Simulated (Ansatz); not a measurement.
# C4H4O: up Jacob's ladder to CCSD(T)

The task here is to estimate one member of a computed series from the others.

Method: functionals in def2-TZVPP, the program's frozen cores in correlated methods; program: Ansatz 0.2.0, Gaussian basis.

The runs, in order: LDA (SPW92), PBE-D4, revPBE-D4, BLYP-D4, r2SCAN-D4, B97M-V, PBE0-D4, B3LYP-D4, r2SCANh-D4, r2SCAN0-D4, HSE06-D4, BHLYP-D4, CAM-B3LYP-D4, LC-ωPBE, ωB97X-V, ωB97M-V, B2PLYP, PBE-QIDH; CCSD(T)/def2-SVP; CCSD(T)/def2-TZVPP; MP2/def2-QZVPP; extrapolation to the limit; RPA on PBE.

## Structure used throughout

All runs share one geometry, relaxed beforehand with PBE0-D4 in a triple-zeta def2 set.

9 atoms, charge 0, spin multiplicity 1.

Atoms are counted from 1 here; the program's logs count them from 0.

Bond lengths: C1–C2 1.320 Å, C1–H6 1.085 Å, C1–H7 1.086 Å, C2–C3 1.511 Å, C2–C4 1.424 Å, C3–C4 1.492 Å, C3–H8 1.089 Å, C3–H9 1.089 Å, C4–O5 1.193 Å. Angles: C2–C1–H6 120.7°, C2–C1–H7 121.6°, H6–C1–H7 117.7°, C1–C2–C3 146.3°, C1–C2–C4 152.6°, C3–C2–C4 61.0°, C2–C3–C4 56.6°, C2–C3–H8 118.5°, C2–C3–H9 118.5°, C4–C3–H8 118.7°, C4–C3–H9 118.7°, H8–C3–H9 114.1°, C2–C4–C3 62.4°, C2–C4–O5 150.6°, C3–C4–O5 147.0°.

Set-up of the first run:

Contents of in.yaml:

```yaml
crystal:
  periodic: [false, false, false]
  atoms:
    - {symbol: C, position_ang: [-1.108200, 1.016718, -0.503147]}
    - {symbol: C, position_ang: [-0.111289, 0.260462, -0.082738]}
    - {symbol: C, position_ang: [0.340839, -1.132844, 0.287801]}
    - {symbol: C, position_ang: [1.233018, 0.061952, 0.343503]}
    - {symbol: O, position_ang: [2.320192, 0.488248, 0.587745]}
    - {symbol: H, position_ang: [-0.972298, 2.083276, -0.646167]}
    - {symbol: H, position_ang: [-2.087180, 0.599326, -0.717303]}
    - {symbol: H, position_ang: [0.489438, -1.860058, -0.509643]}
    - {symbol: H, position_ang: [-0.016019, -1.563382, 1.222749]}
basis:
  gaussian: {orbitals: def2-TZVPP}
hamiltonian: {xc: lda}
output: {orbitals: {seedname: orbitals}}
```

Command:

```
$ ansatz run in.yaml --threads 2 --pin off --events-out ev --progress --plain --max-ram 4352MiB
```

Among the steps run: LDA; PBE-D4 (GGA); revPBE-D4 (GGA); BLYP-D4 (GGA); r2SCAN-D4 (meta-GGA); B97M-V (meta-GGA); B3LYP-D4 (hybrid); r2SCANh-D4 (hybrid); r2SCAN0-D4 (hybrid); HSE06-D4 (hybrid); BHLYP-D4 (hybrid); CAM-B3LYP-D4 (range-separated); LC-ωPBE (range-separated); ωB97X-V (range-separated); ωB97M-V (range-separated); B2PLYP (double hybrid); PBE-QIDH (double hybrid).

One table of the session follows, with a row left open; its other results are not shown here.

It belongs to the step «Frontier levels by functional». 

```
  functional  HOMO (eV)  LUMO (eV)  gap (eV)
 LDA (SPW92)      -5.78      -3.45      2.33
      PBE-D4      -5.61      -3.22      2.39
   revPBE-D4          ?          ?         ?
     BLYP-D4      -5.52      -3.07      2.46
   r2SCAN-D4      -5.88      -3.08      2.79
      B97M-V      -6.01      -2.97      3.03
     PBE0-D4      -7.11      -2.28      4.82
    B3LYP-D4      -6.88      -2.49      4.40
  r2SCANh-D4      -6.44      -2.74      3.70
  r2SCAN0-D4      -7.29      -2.21      5.08
    HSE06-D4      -6.70      -2.66      4.04
    BHLYP-D4      -8.56      -1.18      7.38
CAM-B3LYP-D4      -8.55      -1.14      7.41
     LC-ωPBE      -9.84      -0.03      9.81
     ωB97X-V      -9.51      -0.06      9.45
     ωB97M-V      -9.45      -0.12      9.32
```

Q: Estimate the row for revPBE-D4 from the others.

As computed: HOMO (eV): -5.55; LUMO (eV): -3.14; gap (eV): 2.41. In the column «HOMO (eV)» it lies between PBE-D4 (-5.61) and BLYP-D4 (-5.52).
